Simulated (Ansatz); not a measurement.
# A relaxation, step by step

SiH₆F₂, singlet, PBE0-D4/def2-TZVP (Ansatz 0.2.0). Settings:

```yaml
hamiltonian: {xc: pbe0, dispersion: d4}
relax: {f_tol: 0.005, max_steps: 200}
```

Start, a step off a saddle point along its unstable mode:

```
9
angstrom
Si -0.7930 -0.1958 -0.5798
H 0.2530 -0.7456 0.9688
H -1.4244 -1.4862 0.0744
H -0.3628 -0.7773 -1.8470
H -1.8771 0.7407 -0.3061
H 1.4401 0.9864 0.4192
F 0.2554 0.9747 -0.7034
H 0.6632 -0.3555 1.0090
F 1.8457 0.8587 0.9651
```

```tsv
step	energy less the last (meV)	largest force component (eV/Å)
1	5944.7	27.563
2	1507.1	1.707
3	928.6	0.963
4	442.2	0.996
5	320.9	1.963
6	93.4	1.046
7	27.7	0.362
8	10.3	0.211
9	4.7	0.049
10	3.2	0.171
11	2.0	0.009
12	1.4	0.133
13	0.9	0.045
14	0.5	0.011
15	0.3	0.034
16	0.2	0.038
17	0.1	0.017
18	0.0	0.015
19	0.0	0.008
20	0.0	0.002
```

Step 10, positions (Å) and forces (eV/Å):

| atom | x | y | z | Fx | Fy | Fz |
| --- | --- | --- | --- | --- | --- | --- |
| Si1 | -1.159 | -0.061 | -1.069 | 0.000 | 0.004 | -0.004 |
| H2 | 0.668 | -1.440 | 2.059 | -0.005 | -0.011 | 0.005 |
| H3 | -1.226 | -1.138 | -0.060 | 0.002 | 0.007 | -0.005 |
| H4 | -0.945 | -0.602 | -2.429 | -0.001 | 0.000 | 0.001 |
| H5 | -2.353 | 0.810 | -1.014 | 0.000 | -0.001 | 0.000 |
| H6 | 1.525 | 1.174 | 0.338 | 0.164 | 0.027 | 0.132 |
| F7 | 0.121 | 0.865 | -0.719 | -0.003 | -0.006 | 0.003 |
| H8 | 1.138 | -0.868 | 1.955 | 0.014 | 0.010 | 0.004 |
| F9 | 2.233 | 1.260 | 0.937 | -0.171 | -0.030 | -0.136 |

Step 11, positions (Å) and forces (eV/Å):

| atom | x | y | z | Fx | Fy | Fz |
| --- | --- | --- | --- | --- | --- | --- |
| Si1 | -1.164 | -0.052 | -1.081 | 0.007 | 0.008 | -0.001 |
| H2 | 0.696 | -1.450 | 2.096 | 0.001 | -0.004 | 0.004 |
| H3 | -1.226 | -1.127 | -0.069 | 0.001 | -0.001 | 0.002 |
| H4 | -0.951 | -0.596 | -2.440 | -0.001 | 0.001 | -0.001 |
| H5 | -2.360 | 0.816 | -1.026 | 0.000 | 0.000 | -0.002 |
| H6 | 1.515 | 1.171 | 0.331 | 0.000 | 0.001 | -0.001 |
| F7 | 0.115 | 0.876 | -0.734 | -0.009 | -0.003 | -0.006 |
| H8 | 1.161 | -0.876 | 1.985 | 0.004 | 0.002 | 0.002 |
| F9 | 2.213 | 1.239 | 0.938 | -0.002 | -0.004 | 0.002 |

Step 13, positions (Å) and forces (eV/Å):

```
atom       x       y       z      Fx      Fy      Fz
 Si1  -1.174  -0.029  -1.113   0.003   0.003   0.000
  H2   0.772  -1.492   2.209   0.034   0.044  -0.010
  H3  -1.215  -1.094  -0.089   0.001  -0.002   0.003
  H4  -0.968  -0.585  -2.468   0.001   0.000   0.000
  H5  -2.378   0.827  -1.057   0.001   0.000   0.001
  H6   1.488   1.164   0.312  -0.024  -0.003  -0.020
  F7   0.098   0.915  -0.786   0.000   0.003  -0.003
  H8   1.207  -0.902   2.054  -0.034  -0.045   0.011
  F9   2.171   1.195   0.939   0.019   0.000   0.018
```

Last step (20):

Si1  (-1.155, 0.007, -1.128)
H2  (0.819, -1.562, 2.321)
H3  (-1.110, -1.012, -0.059)
H4  (-0.973, -0.597, -2.466)
H5  (-2.393, 0.813, -1.062)
H6  (1.437, 1.170, 0.258)
F7  (0.086, 1.019, -0.888)
H8  (1.203, -0.960, 2.103)
F9  (2.086, 1.122, 0.920)
(Å)

The run took about 45 s on 2 CPU threads of an Intel Xeon Platinum 8259CL (shared host).
